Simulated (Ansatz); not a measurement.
Two shapes of doublet NO₂.

Shape 1:

```xyz
3

N     0.0142    0.1920    0.2001
O     0.6105   -0.8174    0.3708
O    -0.6280    0.6349   -0.5636
```

Shape 2:

```xyz
3

N     0.0341    0.1776    0.2231
O     0.6071   -0.8132    0.3685
O    -0.6446    0.6451   -0.5844
```

Basis set: def2-SVP (spherical functions). Frozen core: 3 orbitals. Charge 0, multiplicity 2.

Computed with Ansatz (development build ahead of 0.2.0); each method stands on the lowest determinant of its kind that the runs found.

Task: Which shape is lower in energy, and by how much in each method?

Result:

| method | E(2) − E(1) (eV) |
| --- | --- |
| UHF | -0.233 |
| UHF-MP2 | -0.443 |

Shape 2 is lower. Caution for UHF-MP2: MP2 forces lie far from those of the mean fields.
